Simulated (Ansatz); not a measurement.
**Cohesive energy of elemental metals**

Method: r²SCAN (plane waves, PAW; Ansatz, a quantum-chemistry and plane-wave program). References are measured values corrected to a static lattice or taken at low temperature (these still hold zero-point motion). The table is a random draw of 6 from 30 solids with such references.

Values in eV/atom.

```tsv
solid	reference	r²SCAN	error (eV/atom)
hcp Sc	3.93	3.99	+0.06
fcc Cu	3.52	3.89	+0.37
bcc Cs	0.81	0.68	-0.13
antiferromagnetic bcc Cr	4.15	3.49	-0.66
fcc Ni	4.48	4.65	+0.17
fcc Ag	2.97	2.87	-0.10
```

Over these 6 solids the mean error is -0.05 eV/atom, the mean absolute error 0.25 eV/atom (median 0.15 eV/atom), and the worst case antiferromagnetic bcc Cr at -0.66 eV/atom; the value is above the reference in 3 of 6 cases. Over all 30, from unrounded values, the mean error is -0.12 eV/atom and the mean absolute error 0.30 eV/atom (median 0.19 eV/atom).

All these references are brought to a static lattice.

Spin–orbit coupling is left out, also for the solids with elements from indium on (bcc Cs); its size isn't shown.

Differences are worked out from the printed values.

Free atoms are spin-polarised, in the lowest state found; at levels without +SOC their spin–orbit coupling is left out. Each level is taken at its own relaxed cell. Caveats: the commensurate order stands in for chromium's spin-density wave, and the size of the moments varies much between levels (antiferromagnetic bcc Cr). Ansatz's density-functional and Hartree–Fock values are scalar-relativistic unless marked +SOC, with PAW data made under PBE.

Ansatz's runs of these crystals have no spin polarisation, but for antiferromagnetic bcc Cr, fcc Ni. Meta-GGAs and exact exchange favour moments, which can bear on hcp Sc, antiferromagnetic bcc Cr, fcc Ni.

Density-functional runs with spin start from opposed moments for antiferromagnetic bcc Cr, parallel moments for fcc Ni.

Not in this set, of the elemental metals with a reference value in our tables and a result at some level: 13 for the spin–orbit terms of free Br, In, Sn, Te, I and atoms past barium, a cut that leaves lighter open-shell atoms' terms in the errors; 1 for a doubt noted on the run at r²SCAN; 1 for sources at odds. These can be a level's best or worst cases. Solids without a released value at any level aren't counted. Layered and molecular crystals are counted apart. The metals Ce to Yb are counted apart.

References as tabulated in Mejia-Rodriguez and Trickey (2018), arXiv:1807.09216; Harl et al. (2010), doi:10.1103/physrevb.81.115126; Jana et al. (2018), arXiv:1807.00350; Csonka et al. (2009), arXiv:0903.4037.
